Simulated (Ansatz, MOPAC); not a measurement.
System: C₂HO, net charge -1, singlet state. SMILES: [CH-]=C=O

Atoms: C1, C2, H3, O4. Bonds: C1-C2, C1-H3, C2-O4.

Bond lengths (Å) and angles (degrees) optimised at AM1 with MOPAC; PM3 with MOPAC; PM7 with MOPAC; MNDO with MOPAC; PBE/6-31G* with Ansatz (an electronic-structure program); B3LYP/LANL2DZ with Ansatz, each started from the B3LYP-D3(BJ)/def2-TZVP structure (Ansatz) of the last column. A row stands for all coordinates that are equal there. 6-31G* holds six Cartesian d functions. No wavenumbers were computed at MNDO, PBE/6-31G*, B3LYP/LANL2DZ, so these may be saddle points.

```json
[
 {"coordinate": "C1-C2", "AM1": "1.217", "PM3": "1.218", "PM7": "1.301", "MNDO": "1.218", "PBE/6-31G*": "1.281", "B3LYP/LANL2DZ": "1.254", "B3LYP-D3(BJ)/def2-TZVP": "1.256"},
 {"coordinate": "C1-H3", "AM1": "1.044", "PM3": "1.052", "PM7": "0.993", "MNDO": "1.039", "PBE/6-31G*": "1.087", "B3LYP/LANL2DZ": "1.061", "B3LYP-D3(BJ)/def2-TZVP": "1.068"},
 {"coordinate": "C2-O4", "AM1": "1.245", "PM3": "1.236", "PM7": "1.202", "MNDO": "1.235", "PBE/6-31G*": "1.239", "B3LYP/LANL2DZ": "1.271", "B3LYP-D3(BJ)/def2-TZVP": "1.220"},
 {"coordinate": "C1-C2-O4", "AM1": "180.0", "PM3": "180.0", "PM7": "180.0", "MNDO": "180.0", "PBE/6-31G*": "170.9", "B3LYP/LANL2DZ": "180.0", "B3LYP-D3(BJ)/def2-TZVP": "173.0"},
 {"coordinate": "C2-C1-H3", "AM1": "180.0", "PM3": "180.0", "PM7": "180.0", "MNDO": "180.0", "PBE/6-31G*": "132.4", "B3LYP/LANL2DZ": "180.0", "B3LYP-D3(BJ)/def2-TZVP": "140.1"}
]
```

Mean signed difference of all 3 bond lengths from B3LYP-D3(BJ)/def2-TZVP: AM1 -0.013 Å, PM3 -0.013 Å, PM7 -0.016 Å, MNDO -0.018 Å, PBE/6-31G* 0.021 Å, B3LYP/LANL2DZ 0.014 Å.
